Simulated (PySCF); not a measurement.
C₄H₄S₂, SMILES Sc1ccsc1, point group Cs.

Level: B3LYP/pcSseg-1 in PySCF (density fitting, grid level 2); geometry and Hessian at that level, cubic constants and property derivatives from steps of ±0.6 along each species' dimensionless normal coordinates, second-order vibrational perturbation theory. The parent has the commonest isotopes.

Equilibrium geometry (Å):

| atom | x | y | z |
| --- | --- | --- | --- |
| S1 | 2.2410 | -0.8325 | 0.0576 |
| C2 | 0.6037 | -0.1328 | 0.0068 |
| C3 | -0.5478 | -0.9859 | 0.0013 |
| C4 | -1.7165 | -0.2867 | -0.0395 |
| S5 | -1.4484 | 1.4245 | -0.0722 |
| C6 | 0.2740 | 1.1938 | -0.0301 |
| H7 | 2.9129 | 0.3408 | 0.0466 |
| H8 | -0.4960 | -2.0693 | 0.0269 |
| H9 | -2.7242 | -0.6820 | -0.0522 |
| H10 | 0.9370 | 2.0488 | -0.0352 |

(1) Give the equilibrium and ground-state rotational constants (MHz) of parent; ²H at 7.

(2) How is the parent's vibrational correction B0 − Be made up?

(3) And its quartic centrifugal distortion constants from the harmonic force field?

A mode lies under 250 cm⁻¹, where this perturbation treatment is rough. Internal rotors are held in one well.

## Answers

(1) 
| species | Ae | Be | Ce | A0 | B0 | C0 | Δ0 (u Å²) | harmonic ZPE (cm⁻¹) |
| --- | --- | --- | --- | --- | --- | --- | --- | --- |
| parent | 6998.7 | 1485.2 | 1225.2 | 6940.4 | 1476.5 | 1218.5 | -0.330 | 14343 |
| ²H at 7 | 6811.3 | 1459.2 | 1201.8 | 6757.8 | 1450.6 | 1195.6 | -0.482 | 13826 |

Δ0 = Ic − Ia − Ib from the ground-state constants.

(2) 
```json
{"axis": "a", "harmonic": "7.35", "Coriolis": "-27.4", "cubic": "-38.2", "total (MHz)": "-58.2"}
{"axis": "b", "harmonic": "0.863", "Coriolis": "-1.13", "cubic": "-8.39", "total (MHz)": "-8.65"}
{"axis": "c", "harmonic": "0.305", "Coriolis": "-0.13", "cubic": "-6.88", "total (MHz)": "-6.71"}
```

(3) Asymmetric top, A reduction, Ir representation: ΔJ = 0.0587 kHz, ΔJK = 0.388 kHz, ΔK = 1.96 kHz, δJ = 0.0109 kHz, δK = 0.344 kHz.
